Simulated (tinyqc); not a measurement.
Worked calculation (part 1 of 2): UHF in the sto-6g basis, for H2O+, spin multiplicity 2. Computed by tinyqc, a small Python program that keeps every step (integrals from PySCF). Settings: charge = 1, multiplicity = 2, basis = sto-6g, energy threshold = 1e-08, iteration cap = 56, orthogonalisation = symmetric, start = core, DIIS depth = 4, method = UHF. Command: `OMP_NUM_THREADS=1 python tinyqc.py 20350 20351 out.jsonl` (the two numbers bound the seeds that draw the settings). One thread of a shared host (Intel(R) Xeon(R) Processor @ 2.60GHz), about 0.3 s of CPU time with the checks. Later iterations appear only in the table of the cycle.

## One-electron integrals

Geometry (angstrom):
```
atom         x          y         z
O     0.000000   0.000000  0.000000
H     0.000000   1.020000  0.945000
H     0.000000  -0.998000  0.925000
```

Basis sto-6g: exponents (1/bohr^2) and contraction coefficients of normalised primitives:
```
element  l (shell)     exponent  coefficient
O            s (1)  1355.584234     0.009164
O            s (1)   248.544885     0.049361
O            s (1)    69.533902     0.168538
O            s (1)    23.886772     0.370563
O            s (1)     9.275933     0.416492
O            s (1)     3.820341     0.130334
O            s (2)    52.187762    -0.013253
O            s (2)    10.329320    -0.046992
O            s (2)     3.210345    -0.033785
O            s (2)     1.235135     0.250242
O            s (2)     0.536420     0.595117
O            s (2)     0.245881     0.240706
O            p (3)    52.187762     0.003760
O            p (3)    10.329320     0.037679
O            p (3)     3.210345     0.173897
O            p (3)     1.235135     0.418036
O            p (3)     0.536420     0.425860
O            p (3)     0.245881     0.101708
H            s (1)    35.523221     0.009164
H            s (1)     6.513144     0.049361
H            s (1)     1.822143     0.168538
H            s (1)     0.625955     0.370563
H            s (1)     0.243077     0.416492
H            s (1)     0.100112     0.130334
```

Overlap, kinetic and nuclear-attraction integrals over the contracted functions; the nuclear repulsion is the sum of Za Zb / Rab.

nuclear repulsion = 6.41789729 hartree

overlap S, lower triangle:
```
           1O 1s     1O 2s    1O 2px     1O 2py    1O 2pz     2H 1s     3H 1s
1O 1s   1.000000
1O 2s   0.231145  1.000000
1O 2px  0.000000  0.000000  1.000000
1O 2py  0.000000  0.000000  0.000000   1.000000
1O 2pz  0.000000  0.000000  0.000000   0.000000  1.000000
2H 1s   0.020373  0.243945  0.000000   0.170819  0.158259  1.000000
3H 1s   0.021825  0.256486  0.000000  -0.178296  0.165254  0.116474  1.000000
```

kinetic energy T (hartree), lower triangle:
```
            1O 1s     1O 2s    1O 2px     1O 2py    1O 2pz      2H 1s     3H 1s
1O 1s   29.327197
1O 2s   -0.896024  0.842618
1O 2px   0.000000  0.000000  2.531309
1O 2py   0.000000  0.000000  0.000000   2.531309
1O 2pz   0.000000  0.000000  0.000000   0.000000  2.531309
2H 1s   -0.005818  0.005011  0.000000   0.046241  0.042841   0.768522
3H 1s   -0.006020  0.009056  0.000000  -0.052597  0.048750  -0.011747  0.768522
```

nuclear attraction V (hartree), lower triangle:
```
             1O 1s      1O 2s     1O 2px     1O 2py     1O 2pz      2H 1s      3H 1s
1O 1s   -62.027775
1O 2s    -6.329138  -9.769089
1O 2px    0.000000   0.000000  -9.735680
1O 2py    0.000251   0.002896   0.000000  -9.788964
1O 2pz   -0.010814  -0.128244   0.000000   0.001514  -9.781435
2H 1s    -0.635277  -1.699685   0.000000  -1.035683  -0.985059  -4.527056
3H 1s    -0.680770  -1.800621   0.000000   1.091784  -1.037980  -0.569815  -4.590595
```

core Hamiltonian H = T + V (hartree), lower triangle:
```
             1O 1s      1O 2s     1O 2px     1O 2py     1O 2pz      2H 1s      3H 1s
1O 1s   -32.700578
1O 2s    -7.225162  -8.926470
1O 2px    0.000000   0.000000  -7.204371
1O 2py    0.000251   0.002896   0.000000  -7.257655
1O 2pz   -0.010814  -0.128244   0.000000   0.001514  -7.250127
2H 1s    -0.641095  -1.694674   0.000000  -0.989442  -0.942218  -3.758534
3H 1s    -0.686791  -1.791564   0.000000   1.039187  -0.989230  -0.581561  -3.822073
```

## Two-electron integrals

Functions are numbered as in S; the eight-fold symmetry (ij|kl) = (ji|kl) = (kl|ij) leaves the list below.

Two-electron integrals (ij|kl) in chemists' order, unique and non-zero (hartree):
```
(11|11) 4.787491    (21|11) 0.675884    (21|21) 0.121505    (22|11) 1.117379
(22|21) 0.249212    (22|22) 0.817383    (31|31) 0.025762    (32|31) 0.039145
(32|32) 0.180664    (33|11) 1.117381    (33|21) 0.249212    (33|22) 0.817382
(33|33) 0.880663    (41|41) 0.025762    (42|41) 0.039145    (42|42) 0.180664
(43|43) 0.047461    (44|11) 1.117381    (44|21) 0.249212    (44|22) 0.817382
(44|33) 0.785741    (44|44) 0.880663    (51|51) 0.025762    (52|51) 0.039145
(52|52) 0.180664    (53|53) 0.047461    (54|54) 0.047461    (55|11) 1.117381
(55|21) 0.249212    (55|22) 0.817382    (55|33) 0.785741    (55|44) 0.785741
(55|55) 0.880663    (61|11) 0.063201    (61|21) 0.010907    (61|22) 0.021938
(61|33) 0.021893    (61|41) 0.000392    (61|42) 0.000773    (61|44) 0.021965
(61|51) 0.000363    (61|52) 0.000716    (61|54) 0.000067    (61|55) 0.021955
(61|61) 0.000998    (62|11) 0.181639    (62|21) 0.041216    (62|22) 0.153357
(62|33) 0.150685    (62|41) 0.002428    (62|42) 0.019184    (62|44) 0.154998
(62|51) 0.002249    (62|52) 0.017774    (62|54) 0.003995    (62|55) 0.154387
(62|61) 0.003733    (62|62) 0.038801    (63|31) 0.004190    (63|32) 0.024808
(63|43) 0.003807    (63|53) 0.003527    (63|63) 0.004965    (64|11) 0.106272
(64|21) 0.024419    (64|22) 0.096726    (64|33) 0.092671    (64|41) 0.005383
(64|42) 0.035696    (64|44) 0.102734    (64|51) 0.001106    (64|52) 0.010087
(64|54) 0.005796    (64|55) 0.094774    (64|61) 0.002293    (64|62) 0.029702
(64|64) 0.027362    (65|11) 0.098458    (65|21) 0.022623    (65|22) 0.089614
(65|33) 0.085857    (65|41) 0.001106    (65|42) 0.010087    (65|44) 0.088126
(65|51) 0.005214    (65|52) 0.034153    (65|54) 0.005909    (65|55) 0.094858
(65|61) 0.002125    (65|62) 0.027518    (65|64) 0.020751    (65|65) 0.024190
(66|11) 0.378076    (66|21) 0.087317    (66|22) 0.373270    (66|33) 0.360952
(66|41) 0.005431    (66|42) 0.060998    (66|44) 0.380837    (66|51) 0.005031
(66|52) 0.056513    (66|54) 0.018423    (66|55) 0.378021    (66|61) 0.007938
(66|62) 0.130901    (66|64) 0.113601    (66|65) 0.105248    (66|66) 0.774999
(71|11) 0.067723    (71|21) 0.011686    (71|22) 0.023502    (71|33) 0.023453
(71|41) -0.000420   (71|42) -0.000828   (71|44) 0.023532    (71|51) 0.000389
(71|52) 0.000768    (71|54) -0.000072   (71|55) 0.023521    (71|61) 0.001055
(71|62) 0.003879    (71|64) 0.002205    (71|65) 0.002213    (71|66) 0.008219
(71|71) 0.001145    (72|11) 0.192442    (72|21) 0.043658    (72|22) 0.162187
(72|33) 0.159364    (72|41) -0.002573   (72|42) -0.020244   (72|44) 0.163920
(72|51) 0.002384    (72|52) 0.018763    (72|54) -0.004222   (72|55) 0.163278
(72|61) 0.003836    (72|62) 0.032246    (72|64) 0.017403    (72|65) 0.022294
(72|66) 0.086416    (72|71) 0.004236    (72|72) 0.043144    (73|31) 0.004465
(73|32) 0.026352    (73|43) -0.004027   (73|53) 0.003732    (73|63) 0.003976
(73|73) 0.005558    (74|11) -0.111883   (74|21) -0.025705   (74|22) -0.101681
(74|33) -0.097392   (74|41) 0.005727    (74|42) 0.037811    (74|44) -0.108034
(74|51) -0.001169   (74|52) -0.010621   (74|54) 0.006131    (74|55) -0.099616
(74|61) -0.002166   (74|62) -0.017260   (74|64) -0.005728   (74|65) -0.011738
(74|66) -0.044033   (74|71) -0.002588   (74|72) -0.032834   (74|74) 0.030179
(75|11) 0.103699    (75|21) 0.023825    (75|22) 0.094243    (75|33) 0.090268
(75|41) -0.001169   (75|42) -0.010621   (75|44) 0.092667    (75|51) 0.005549
(75|52) 0.036196    (75|54) -0.006250   (75|55) 0.099794    (75|61) 0.002176
(75|62) 0.022209    (75|64) 0.011775    (75|65) 0.019045    (75|66) 0.064210
(75|71) 0.002398    (75|72) 0.030432    (75|74) -0.022821   (75|75) 0.026709
(76|11) 0.055435    (76|21) 0.012742    (76|22) 0.052374    (76|33) 0.051066
(76|41) 4.48e-06    (76|42) 0.000053    (76|44) 0.051828    (76|51) 0.000992
(76|52) 0.009795    (76|54) 0.000013    (76|55) 0.054229    (76|61) 0.001144
(76|62) 0.013931    (76|64) 0.009372    (76|65) 0.011109    (76|66) 0.053899
(76|71) 0.001225    (76|72) 0.014613    (76|74) -0.009732   (76|75) 0.011596
(76|76) 0.006865    (77|11) 0.386004    (77|21) 0.089139    (77|22) 0.380548
(77|33) 0.367722    (77|41) -0.005639   (77|42) -0.062976   (77|44) 0.388420
(77|51) 0.005226    (77|52) 0.058370    (77|54) -0.019184   (77|55) 0.385503
(77|61) 0.007832    (77|62) 0.083328    (77|64) 0.042666    (77|65) 0.062257
(77|66) 0.261358    (77|71) 0.008686    (77|72) 0.139461    (77|74) -0.120394
(77|75) 0.111588    (77|76) 0.053899    (77|77) 0.774999
```

## Orthogonalisation

S = U s U^T; symmetric (Loewdin) form X = U s^(-1/2) U^T, so that X^T S X = 1.

eigenvalues of S: 0.586377  0.688641  0.886688  1.000000  1.112632  1.195262  1.530401

X, lower triangle:
```
            1O 1s      1O 2s    1O 2px     1O 2py     1O 2pz      2H 1s     3H 1s
1O 1s    1.021590
1O 2s   -0.125336   1.071924
1O 2px   0.000000   0.000000  1.000000
1O 2py   0.000184  -0.001891  0.000000   1.026687
1O 2pz  -0.003604   0.032232  0.000000  -0.001112   1.020345
2H 1s    0.011886  -0.126804  0.000000  -0.097814  -0.080672   1.049174
3H 1s    0.012480  -0.135208  0.000000   0.102404  -0.085381  -0.041800  1.054266
```

## Starting guess

The start is the orbitals of the core Hamiltonian; D(s) = C_occ C_occ^T for each spin.

D(alpha) at the start, lower triangle:
```
            1O 1s      1O 2s    1O 2px     1O 2py     1O 2pz     2H 1s     3H 1s
1O 1s    1.058902
1O 2s   -0.258563   1.133266
1O 2px   0.000000   0.000000  1.000000
1O 2py   0.000506  -0.003012  0.000000   1.046752
1O 2pz  -0.009475   0.052683  0.000000  -0.001903   1.035500
2H 1s    0.020888  -0.087414  0.000000  -0.082017  -0.067612  0.017133
3H 1s    0.022122  -0.092677  0.000000   0.085919  -0.071305  0.004539  0.018919
```

D(beta) at the start, lower triangle:
```
            1O 1s      1O 2s    1O 2px     1O 2py     1O 2pz     2H 1s     3H 1s
1O 1s    1.058902
1O 2s   -0.258563   1.133266
1O 2px   0.000000   0.000000  0.000000
1O 2py   0.000506  -0.003012  0.000000   1.046752
1O 2pz  -0.009475   0.052683  0.000000  -0.001903   1.035500
2H 1s    0.020888  -0.087414  0.000000  -0.082017  -0.067612  0.017133
3H 1s    0.022122  -0.092677  0.000000   0.085919  -0.071305  0.004539  0.018919
```

## Iteration 1: building the Fock matrix

J_ij = sum D_kl (ij|kl) with D = D(alpha) + D(beta), K_ij = sum D_kl (ik|jl) for each spin; F = H + J - K(s); E = tr D H + tr D J / 2 - 0.5 sum_s tr D(s) K(s) + E_nn.

Coulomb J (hartree), lower triangle:
```
            1O 1s      1O 2s    1O 2px     1O 2py    1O 2pz     2H 1s     3H 1s
1O 1s   17.518696
1O 2s    3.105816   7.983151
1O 2px   0.000000   0.000000  7.920659
1O 2py  -0.000109  -0.000015  0.000000   8.014495
1O 2pz   0.002298   0.001349  0.000000   0.000102  8.014297
2H 1s    0.281110   1.441521  0.000000   0.893994  0.827702  3.370211
3H 1s    0.301190   1.525044  0.000000  -0.939882  0.870614  0.478029  3.435872
```

exchange K(alpha) (hartree), lower triangle:
```
            1O 1s      1O 2s    1O 2px     1O 2py    1O 2pz     2H 1s     3H 1s
1O 1s    4.938439
1O 2s    0.794435   1.419801
1O 2px   0.000000   0.000000  1.180318
1O 2py  -0.000019  -0.000070  0.000000   1.181363
1O 2pz   0.000397   0.002935  0.000000   0.000065  1.180619
2H 1s    0.078129   0.219085  0.000000   0.102835  0.094675  0.060328
3H 1s    0.083621   0.232092  0.000000  -0.108010  0.099669  0.036691  0.066891
```

exchange K(beta) (hartree), lower triangle:
```
            1O 1s      1O 2s    1O 2px     1O 2py    1O 2pz     2H 1s     3H 1s
1O 1s    4.912677
1O 2s    0.755290   1.239137
1O 2px   0.000000   0.000000  0.299655
1O 2py  -0.000019  -0.000070  0.000000   1.133902
1O 2pz   0.000397   0.002935  0.000000   0.000065  1.133158
2H 1s    0.073939   0.194277  0.000000   0.099028  0.091148  0.055363
3H 1s    0.079156   0.205740  0.000000  -0.103983  0.095937  0.032715  0.061333
```

F(alpha) (hartree), lower triangle:
```
             1O 1s      1O 2s     1O 2px     1O 2py     1O 2pz      2H 1s      3H 1s
1O 1s   -20.120321
1O 2s    -4.913781  -2.363121
1O 2px    0.000000   0.000000  -0.464031
1O 2py    0.000161   0.002951   0.000000  -0.424523
1O 2pz   -0.008913  -0.129830   0.000000   0.001551  -0.416449
2H 1s    -0.438114  -0.472238   0.000000  -0.198283  -0.209191  -0.448650
3H 1s    -0.469222  -0.498612   0.000000   0.207315  -0.218285  -0.140223  -0.453092
```

F(beta) (hartree), lower triangle:
```
             1O 1s      1O 2s    1O 2px     1O 2py     1O 2pz      2H 1s      3H 1s
1O 1s   -20.094559
1O 2s    -4.874637  -2.182456
1O 2px    0.000000   0.000000  0.416632
1O 2py    0.000161   0.002951  0.000000  -0.377062
1O 2pz   -0.008913  -0.129830  0.000000   0.001551  -0.368988
2H 1s    -0.433924  -0.447430  0.000000  -0.194476  -0.205664  -0.443686
3H 1s    -0.464757  -0.472260  0.000000   0.203288  -0.214553  -0.136247  -0.447534
```

total energy of this density = -74.43779730 hartree

## Iteration 1: diagonalisation and new density

Diagonalise F' = X^T F X, C = X C', fill 5 alpha and 4 beta electrons from the bottom; D(s) = C_occ C_occ^T. Each column has its largest component positive (the first on a tie).

F' = X^T F X (alpha) (hartree), lower triangle:
```
            1          2          3          4          5          6          7
1  -19.797091
2   -2.467769  -1.493957
3    0.000000   0.000000  -0.464031
4    0.000473   0.000123   0.000000  -0.370302
5   -0.009193  -0.080440   0.000000  -0.000606  -0.374642
6   -0.033426  -0.179824   0.000000  -0.150692  -0.134204  -0.331455
7   -0.038887  -0.191957   0.000000   0.157578  -0.141723  -0.036339  -0.323165
```

orbital energies (alpha) (hartree): MO1 -20.124367, MO2 -1.260224, MO3 -0.552184, MO4 -0.489425, MO5 -0.464031, MO6 -0.156878, MO7 -0.107534

coefficients C (alpha):
```
              MO1        MO2        MO3        MO4       MO5        MO6        MO7
1O 1s    0.996330  -0.240389  -0.003319   0.081953  0.000000  -0.048687   0.010342
1O 2s    0.015807   0.966204   0.016995  -0.407336  0.000000   0.309253  -0.066971
1O 2px   0.000000   0.000000   0.000000   0.000000  1.000000   0.000000   0.000000
1O 2py  -0.000047  -0.003517   0.697451   0.011774  0.000000   0.133926   0.754732
1O 2pz   0.001213   0.147950  -0.015229   0.701544  0.000000   0.724589  -0.128986
2H 1s   -0.002071   0.075258   0.414489   0.395934  0.000000  -0.716441  -0.535993
3H 1s   -0.002195   0.079540  -0.422313   0.372690  0.000000  -0.496492   0.761154
```

F' = X^T F X (beta) (hartree), lower triangle:
```
            1          2         3          4          5          6          7
1  -19.777329
2   -2.451551  -1.310276
3    0.000000   0.000000  0.416632
4    0.000462   0.000030  0.000000  -0.321859
5   -0.008994  -0.078403  0.000000  -0.000640  -0.326423
6   -0.034170  -0.177379  0.000000  -0.151240  -0.134580  -0.330383
7   -0.039658  -0.189198  0.000000   0.158114  -0.142088  -0.035975  -0.321980
```

orbital energies (beta) (hartree): MO1 -20.097627, MO2 -1.103005, MO3 -0.525316, MO4 -0.445306, MO5 -0.131886, MO6 -0.085111, MO7 0.416632

coefficients C (beta):
```
              MO1        MO2        MO3        MO4        MO5        MO6       MO7
1O 1s    0.996829  -0.231327  -0.002798   0.099030  -0.050419   0.011301  0.000000
1O 2s    0.013713   0.928595   0.014127  -0.483811   0.313514  -0.071372  0.000000
1O 2px   0.000000   0.000000   0.000000   0.000000   0.000000   0.000000  1.000000
1O 2py  -0.000042  -0.004239   0.655231   0.001546   0.147657   0.789300  0.000000
1O 2pz   0.001117   0.171768  -0.007456   0.656525   0.758764  -0.140160  0.000000
2H 1s   -0.001814   0.116351   0.454943   0.413867  -0.694826  -0.510125  0.000000
3H 1s   -0.001922   0.122612  -0.451707   0.397880  -0.474852   0.739303  0.000000
```

D(alpha) after iteration 1, lower triangle:
```
            1O 1s      1O 2s    1O 2px     1O 2py    1O 2pz      2H 1s     3H 1s
1O 1s    1.057187
1O 2s   -0.249955   1.100011
1O 2px   0.000000   0.000000  1.000000
1O 2py  -0.000551   0.003659  0.000000   0.486590
1O 2pz   0.023188  -0.143054  0.000000  -0.002881  0.514287
2H 1s    0.010918  -0.081552  0.000000   0.293483  0.282585   0.334233
3H 1s    0.010638  -0.082171  0.000000  -0.290434  0.279655  -0.021493  0.323578
```

D(beta) after iteration 1, lower triangle:
```
            1O 1s      1O 2s    1O 2px     1O 2py    1O 2pz      2H 1s     3H 1s
1O 1s    1.056995
1O 2s   -0.249090   1.096749
1O 2px   0.000000   0.000000  0.000000
1O 2py  -0.000742   0.004572  0.000000   0.429348
1O 2pz   0.026415  -0.158221  0.000000  -0.004599  0.460586
2H 1s    0.010989  -0.085789  0.000000   0.298239  0.288305   0.391800
3H 1s    0.010387  -0.085050  0.000000  -0.295877  0.285645  -0.026562  0.377385
```

## Iteration 2: building the Fock matrix

As before.

Coulomb J (hartree), lower triangle:
```
            1O 1s     1O 2s    1O 2px     1O 2py    1O 2pz     2H 1s     3H 1s
1O 1s   16.038615
1O 2s    2.784591  7.143776
1O 2px   0.000000  0.000000  7.112647
1O 2py   0.000211  0.000774  0.000000   7.160270
1O 2pz  -0.000421  0.068179  0.000000  -0.001358  7.158413
2H 1s    0.252794  1.353279  0.000000   0.858494  0.811483  3.625135
3H 1s    0.270844  1.430094  0.000000  -0.901154  0.852529  0.480240  3.669919
```

exchange K(alpha) (hartree), lower triangle:
```
            1O 1s      1O 2s    1O 2px     1O 2py    1O 2pz     2H 1s     3H 1s
1O 1s    4.909273
1O 2s    0.757035   1.283750
1O 2px   0.000000   0.000000  1.138315
1O 2py  -0.000039   0.000555  0.000000   0.843911
1O 2pz   0.001422  -0.017987  0.000000  -0.005035  0.851015
2H 1s    0.075624   0.270916  0.000000   0.219822  0.217908  0.427335
3H 1s    0.080824   0.285165  0.000000  -0.225749  0.223869  0.075235  0.430675
```

exchange K(beta) (hartree), lower triangle:
```
            1O 1s      1O 2s    1O 2px     1O 2py    1O 2pz     2H 1s     3H 1s
1O 1s    4.880444
1O 2s    0.713650   1.083593
1O 2px   0.000000   0.000000  0.252206
1O 2py  -0.000025   0.001023  0.000000   0.747992
1O 2pz   0.001120  -0.027561  0.000000  -0.006672  0.757560
2H 1s    0.070947   0.247131  0.000000   0.217258  0.214682  0.464110
3H 1s    0.075845   0.259891  0.000000  -0.223054  0.220542  0.074268  0.464239
```

F(alpha) (hartree), lower triangle:
```
             1O 1s      1O 2s     1O 2px     1O 2py     1O 2pz      2H 1s      3H 1s
1O 1s   -21.571235
1O 2s    -5.197607  -3.066444
1O 2px    0.000000   0.000000  -1.230040
1O 2py    0.000500   0.003115   0.000000  -0.941296
1O 2pz   -0.012657  -0.042078   0.000000   0.005190  -0.942729
2H 1s    -0.463925  -0.612311   0.000000  -0.350770  -0.348643  -0.560734
3H 1s    -0.496771  -0.646636   0.000000   0.363782  -0.360569  -0.176555  -0.582829
```

F(beta) (hartree), lower triangle:
```
             1O 1s      1O 2s     1O 2px     1O 2py     1O 2pz      2H 1s      3H 1s
1O 1s   -21.542407
1O 2s    -5.154222  -2.866287
1O 2px    0.000000   0.000000  -0.343931
1O 2py    0.000486   0.002647   0.000000  -0.845377
1O 2pz   -0.012355  -0.032503   0.000000   0.006828  -0.849274
2H 1s    -0.459248  -0.588527   0.000000  -0.348206  -0.345417  -0.597509
3H 1s    -0.491792  -0.621362   0.000000   0.361087  -0.357242  -0.175588  -0.616393
```

total energy of this density = -75.14672356 hartree
